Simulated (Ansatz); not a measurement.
ClH₂SSi, SMILES `S[SiH]Cl` radical, relaxed with UKS PBE0-D4/def2-TZVP in Ansatz 0.2.0 from a PBE-D4/def2-SVP geometry. The force threshold is 0.005 eV/Å; the program also tests the step.

Charge 0, multiplicity 2.

Start:

```xyz
5

S    -0.769    1.300   -0.268
Si    0.198   -0.482    0.493
Cl   -1.201   -2.015    0.300
H     0.376    2.036   -0.154
H     1.396   -0.838   -0.371
```

| step | energy (eV) | largest force (eV/Å) | largest move (Å) |
| --- | --- | --- | --- |
| 1 | -31258.9591 | 0.483 | 0.000 |
| 2 | -31258.9846 | 0.216 | 0.034 |
| 3 | -31258.9858 | 0.077 | 0.020 |
| 4 | -31258.9868 | 0.012 | 0.015 |
| 5 | -31258.9868 | 0.004 | 0.004 |
| 6 | -31258.9869 | 0.005 | 0.007 |
| 7 | -31258.9869 | 0.011 | 0.011 |
| 8 | -31258.9869 | 0.005 | 0.004 |

End:

```xyz
5

S    -0.752    1.279   -0.286
Si    0.200   -0.473    0.467
Cl   -1.184   -1.982    0.310
H     0.355    2.026   -0.123
H     1.381   -0.851   -0.368
```

It took 22 s on 2 threads of a server CPU on a shared host, with 0.32 GiB of host memory at the peak.
